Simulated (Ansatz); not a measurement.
Geometry optimisation, Ansatz, RKS B3LYP/def2-SVPD.

Input file:

```yaml
crystal:
  periodic: [false, false, false]
  atoms:
    - { symbol: B, position_ang: [0.089286, 0.157018, 0.239478] }
    - { symbol: C, position_ang: [0.034252, 0.24464, 1.824108] }
    - { symbol: H, position_ang: [-0.901757, -0.088471, 2.298932] }
    - { symbol: H, position_ang: [0.890994, -0.251473, 2.311349] }
    - { symbol: H, position_ang: [0.147188, 1.313546, 2.092728] }
    - { symbol: H, position_ang: [1.14204, 0.266255, -0.339114] }
    - { symbol: H, position_ang: [-0.924512, 0.074254, -0.407194] }
    - { symbol: S, position_ang: [-0.054774, -2.913578, 0.514179] }
    - { symbol: H, position_ang: [-1.237143, -2.854173, -0.145749] }
    - { symbol: H, position_ang: [-0.463274, -1.988917, 1.452784] }
basis:
  gaussian: { orbitals: def2-SVPD }
hamiltonian:
  xc: b3lyp
relax:
  f_tol: 0.03
  max_steps: 50
```

Launched with:

```bash
$ ansatz run input.yaml --threads 4 --pin off --max-ram 5120MiB --backend cpu --events-out ev --progress --plain --runs-dir out
```

**Question.** Where does it end, and by what steps?

**Answer.** The run converged. After 20 steps the energy has fallen by 0.288 eV; H10 moved furthest, 1.00 Å. Joined: B1–S8 (3.09 → 2.16 Å).

```json
{"step": "0", "energy less start (eV)": "0.0000", "largest force component (eV/Å)": "0.689", "accepted": "yes"}
{"step": "1", "energy less start (eV)": "-0.0585", "largest force component (eV/Å)": "0.374", "accepted": "yes"}
{"step": "2", "energy less start (eV)": "-0.0844", "largest force component (eV/Å)": "0.400", "accepted": "yes"}
{"step": "3", "energy less start (eV)": "-0.1091", "largest force component (eV/Å)": "0.368", "accepted": "yes"}
{"step": "4", "energy less start (eV)": "-0.1342", "largest force component (eV/Å)": "0.822", "accepted": "yes"}
{"step": "5", "energy less start (eV)": "-0.1776", "largest force component (eV/Å)": "0.572", "accepted": "yes"}
{"step": "6", "energy less start (eV)": "-0.2285", "largest force component (eV/Å)": "0.408", "accepted": "yes"}
{"step": "7", "energy less start (eV)": "-0.2187", "largest force component (eV/Å)": "0.419", "accepted": "no"}
{"step": "8", "energy less start (eV)": "-0.2449", "largest force component (eV/Å)": "0.121", "accepted": "yes"}
{"step": "9", "energy less start (eV)": "-0.2469", "largest force component (eV/Å)": "0.149", "accepted": "yes"}
{"step": "10", "energy less start (eV)": "-0.2524", "largest force component (eV/Å)": "0.172", "accepted": "yes"}
{"step": "11", "energy less start (eV)": "-0.2453", "largest force component (eV/Å)": "0.894", "accepted": "no"}
{"step": "12", "energy less start (eV)": "-0.2571", "largest force component (eV/Å)": "0.137", "accepted": "yes"}
{"step": "13", "energy less start (eV)": "-0.2655", "largest force component (eV/Å)": "0.240", "accepted": "yes"}
{"step": "14", "energy less start (eV)": "-0.2767", "largest force component (eV/Å)": "0.135", "accepted": "yes"}
{"step": "15", "energy less start (eV)": "-0.2783", "largest force component (eV/Å)": "0.137", "accepted": "yes"}
{"step": "16", "energy less start (eV)": "-0.2733", "largest force component (eV/Å)": "0.655", "accepted": "no"}
{"step": "17", "energy less start (eV)": "-0.2843", "largest force component (eV/Å)": "0.051", "accepted": "yes"}
{"step": "18", "energy less start (eV)": "-0.2866", "largest force component (eV/Å)": "0.173", "accepted": "yes"}
{"step": "19", "energy less start (eV)": "-0.2878", "largest force component (eV/Å)": "0.053", "accepted": "yes"}
{"step": "20", "energy less start (eV)": "-0.2882", "largest force component (eV/Å)": "0.018", "accepted": "yes"}
```

```xyz
10
Properties=species:S:1:pos:R:3
B -0.069 -0.203 0.404
C 0.161 0.371 1.878
H -0.657 0.150 2.585
H 1.110 0.058 2.345
H 0.207 1.471 1.798
H 0.867 -0.137 -0.370
H -1.160 -0.043 -0.101
S -0.031 -2.355 0.639
H -0.486 -2.741 -0.577
H -1.219 -2.611 1.241
```

Whether the end is a true minimum wasn't checked by a vibrational analysis.

The run took 16 s on 4 threads of Intel(R) Xeon(R) 6975P-C (Granite Rapids), with other jobs on the host, peak memory 0.27 GiB.
